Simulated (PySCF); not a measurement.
Compound: 1,1-difluoroethane, C2H4F2.
SMILES: `CC(F)F`

Level of theory: PBE0-D3(BJ)/def2-SVP geometry optimisation, gas phase (PySCF 2.14.0).

Masses are those of the commonest isotopes; rigid-rotor values at the optimised geometry. 

Give the principal moments of inertia and the rotational constants in MHz.

Ia = 52.83, Ib = 55.90, Ic = 96.89 u·Å²; 505379 MHz·u·Å²/I gives A = 9566, B = 9041, C = 5216 MHz.

What kind of rotor is it?

An asymmetric top. Ray's parameter κ = (2B − A − C)/(A − C) = 0.758; −1 is the prolate and +1 the oblate limit.

Is it planar, by Δ = Ic − Ia − Ib?

Not planar: Δ = Ic − Ia − Ib = -11.84 u·Å². For a rigid frame Δ = −2 Σ m c², so Σ m c² = 5.92 u·Å² lies off the ab plane: 3.77 from hydrogen and 2.15 from heavier atoms. The atom farthest from that plane is 1.47 Å away.

Give the other two planar moments, Paa and Pbb, and the rms extents of the mass along the axes.

Paa = Σ m a² = (Ib + Ic − Ia)/2 = 49.98 and Pbb = Σ m b² = (Ia + Ic − Ib)/2 = 46.91 u·Å². With the mass M = 66.03 u, the rms extents √(P/M) along a, b and c are 0.87, 0.84, 0.30 Å.

Give the coordinates in the principal-axis frame, origin at the centre of mass.

The sense of each axis is arbitrary; atoms in the order of the calculation.
```csv
atom,mass (u),a (Å),b (Å),c (Å)
C1,12.000,-1.459,-0.021,0.101
C2,12.000,-0.033,-0.001,-0.367
F3,18.998,0.597,1.101,0.105
F4,18.998,0.630,-1.083,0.105
H5,1.008,-1.478,-0.021,1.201
H6,1.008,-1.991,0.867,-0.267
H7,1.008,-1.968,-0.922,-0.267
H8,1.008,0.064,0.001,-1.468
```

Where do the levels up to J = 3 lie, in MHz?

Above 0(0,0):
J = 1: 1(0,1) 14256, 1(1,1) 14782, 1(1,0) 18606
J = 2: 2(0,2) 39420, 2(1,2) 39470, 2(1,1) 50944, 2(2,1) 52520, 2(2,0) 55870
J = 3: 3(0,3) 74820, 3(1,3) 74823, 3(1,2) 95040, 3(2,2) 95290, 3(2,1) 106008, 3(3,1) 109158, 3(3,0) 111888

Which types of transition are allowed, and where do some lines up to J = 5 fall?

The dipole components are |μa| = 1.84 D, |μb| = 0.00 D, |μc| = 0.95 D; the mirror of this Cs structure is the ac plane, so μb vanishes by symmetry (the 0.03 D computed is a residue) and there are no b-type lines. The squared components, which scale the intensities, stand as 1.00 : 0.26 (a : c). Some of the stronger lines:

```tsv
type	branch	J(Ka,Kc)	MHz	lower level (cm⁻¹)
c	Q	2(2,1) ← 2(1,1)	1576	1.699
c	Q	5(4,2) ← 5(3,2)	1622	8.715
a	Q	3(3,0) ← 3(3,1)	2730	3.641
c	Q	5(5,1) ← 5(4,1)	7797	9.055
a	Q	5(4,1) ← 5(4,2)	8568	8.769
a	Q	3(2,1) ← 3(2,2)	10719	3.179
a	R	1(0,1) ← 0(0,0)	14256	0.000
a	Q	5(3,2) ← 5(3,3)	19233	8.074
a	R	2(1,1) ← 1(1,0)	32338	0.621
a	R	3(1,3) ← 2(1,2)	35353	1.317
a	R	3(0,3) ← 2(0,2)	35400	1.315
c	R	2(1,1) ← 1(0,1)	36687	0.476
a	R	4(2,3) ← 3(2,2)	53867	3.179
c	R	3(2,1) ← 2(1,1)	55064	1.699
c	R	3(2,2) ← 2(1,2)	55819	1.317
a	R	4(3,2) ← 3(3,1)	60597	3.641
a	R	5(2,4) ← 4(2,3)	64393	4.975
a	R	5(1,4) ← 4(1,3)	64413	4.975
a	R	4(3,1) ← 3(3,0)	67606	3.732
a	R	5(2,3) ← 4(2,2)	72935	5.638
c	R	4(4,0) ← 3(3,0)	74905	3.732
a	R	5(3,2) ← 4(3,1)	81784	5.987
c	R	5(3,3) ← 4(2,3)	92888	4.975
c	R	5(2,4) ← 4(1,4)	92920	4.024
c	R	5(5,0) ← 4(4,0)	93926	6.231
c	R	5(5,1) ← 4(4,1)	94537	6.162
```

Not checked by PBE0-D3(BJ)/def2-SVP frequencies. Zero-point vibration and centrifugal distortion are left out. A rigid rotor knows nothing of internal rotation, which can split or shift real lines.
